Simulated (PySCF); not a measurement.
**Working out the ionisation energy of Ne**

Ne [Ne] (1S) → Ne⁺ [He] 2s2 2p5 (2P). Calculation: PySCF 2.14, in cc-pVDZ; the non-relativistic Hamiltonian (point nucleus). Frozen: 1s2. Energies in hartree (1 hartree = 27.21139 eV):

```
            part   Ne (lower)  Ne⁺ (upper)
             UHF  -128.488776  -127.765983
CCSD correlation    -0.189017    -0.144137
             (T)    -0.001044    -0.001020
```

Task: What does Hartree-Fock give?

Result: (-127.765983) − (-128.488776) = 0.722793 hartree = 19.668 eV.

Task: What do CCSD and CCSD(T) give?

Result: The CCSD correlation energies differ by 0.044880 hartree = 1.221 eV and the triples by 0.000024 hartree = 0.001 eV, so CCSD gives 20.889 eV and CCSD(T) 20.890 eV.

Measured between the centres of the two terms (NIST): 21.597 eV, so CCSD(T) (valence) is off by -0.707 eV.

A double-zeta basis recovers only part of the correlation energy.

What remains against the reference includes basis incompleteness, the frozen core and higher excitations.
